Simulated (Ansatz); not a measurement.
Geometry optimisation, RKS B3LYP-D4/def2-SVP in Ansatz 0.2.0.

Input file:

```yaml
crystal:
  periodic: [false, false, false]
  atoms:
    - { symbol: B, position_ang: [0.0, 0.0, 0.0] }
    - { symbol: H, position_ang: [0.685, 0.0, 1.2095] }
    - { symbol: "N", position_ang: [1.7396, 0.0, 0.1903] }
    - { symbol: H, position_ang: [2.2062, -0.9179, -0.0615] }
    - { symbol: H, position_ang: [2.191, 0.9179, -0.0879] }
    - { symbol: "N", position_ang: [-1.3423, 0.0, -0.775] }
    - { symbol: H, position_ang: [-2.0112, -0.8164, -0.6764] }
    - { symbol: H, position_ang: [-1.5914, 0.8164, -1.4036] }
basis:
  gaussian: { orbitals: def2-SVP }
hamiltonian:
  xc: b3lyp
  dispersion: d4
relax:
  f_tol: 0.15
  max_steps: 25
  restrain:
    - { distance: [1, 2], at: 2.26, k: 30.0 }
    - { distance: [0, 1], at: 1.19, k: 30.0 }
    - { distance: [0, 2], at: 1.55, k: 30.0 }
output:
  orbitals: {}
```

Launched with:

```bash
$ ansatz run input.yaml --threads 1 --pin off --max-ram 2048MiB --backend cpu --events-out ev --progress --plain --runs-dir out
```

Q: Where does it end, and by what steps?

A: It converged. The restraints hold the end off the free minimum; the threshold counts their pulls, which the force column leaves out. Restrained pairs: H2–N3 (1.47 → 2.27 Å), B1–H2 (1.39 → 1.19 Å), B1–N3 (1.75 → 1.48 Å). After 11 steps the energy has fallen by 6.426 eV (the restraints' own energy left out); H2 moved furthest, 1.19 Å.

```tsv
step	energy less start (eV)	largest force component (eV/Å)	accepted
0	0.0000	3.585	yes
1	-1.3213	3.528	yes
2	-2.5502	3.895	yes
3	-3.9472	2.702	yes
4	-5.1389	1.471	yes
5	-5.5806	1.279	yes
6	-5.8181	1.190	yes
7	-5.9734	1.259	yes
8	-6.1541	1.889	yes
9	-6.2923	2.146	yes
10	-6.4013	2.116	yes
11	-6.4261	2.105	yes
```

```xyz
8
Properties=species:S:1:pos:R:3
B 0.131 -0.293 0.185
H 0.005 -0.971 1.161
N 1.516 0.082 -0.165
H 2.295 -0.195 0.416
H 1.771 0.700 -0.925
N -0.985 0.115 -0.570
H -1.930 -0.114 -0.296
H -0.927 0.677 -1.411
```

Run time: 22 s on 1 thread of Arm Neoverse V1, on a shared host, peak memory 0.1 GiB.
